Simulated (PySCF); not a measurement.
Compound: C4H4OS.
Bonds: O1–C2, C2–C3 (aromatic), C3–C4 (aromatic), C4–S5 (aromatic), S5–C6 (aromatic), C2–C6 (aromatic). Hydrogens: H7 on O1; H8 on C3; H9 on C4; H10 on C6.

Torsions of this conformer, `[OH:1][c:2]1[cH:3][cH:4][s:5][cH:6]1`: H–O1–C2–C3 180°.

The closed-shell ground state was solved at several levels (PySCF, density fitting, gas phase, non-relativistic). Geometry: PBE0-D3(BJ)/def2-SVP, one conformer, isolated molecule.

| level | basis functions | HOMO (eV) | LUMO (eV) | gap (eV) | dipole (D) |
| --- | --- | --- | --- | --- | --- |
| PBE0/pcSseg-1 | 129 | -6.38 | -0.33 | 6.05 | 0.98 |
| PBE0/def2-SVPD | 162 | -6.43 | -0.40 | 6.03 | 0.94 |

Problem. What might HF/pcSseg-2 (279 basis functions) give for the same quantities?

Solution. HOMO -8.62 eV, LUMO 2.46 eV, gap 11.08 eV, dipole 0.80 D.

Problem. Over all these levels, which gives the widest orbital gap and which the narrowest?

Solution. HF/pcSseg-2 (Hartree–Fock, all exact exchange) has the widest, 11.08 eV, and PBE0/def2-SVPD (global hybrid, 25 % exact exchange) the narrowest, 6.03 eV. Functional and basis both differ between the two, so the spread mixes both effects. The HOMO need not be the same orbital at Hartree–Fock and at DFT levels.

Problem. How far do the dipole and the HOMO energy spread over the levels?

Solution. The dipole runs from 0.80 to 0.98 D (mean 0.91 D) and the HOMO from -8.62 to -6.38 eV.
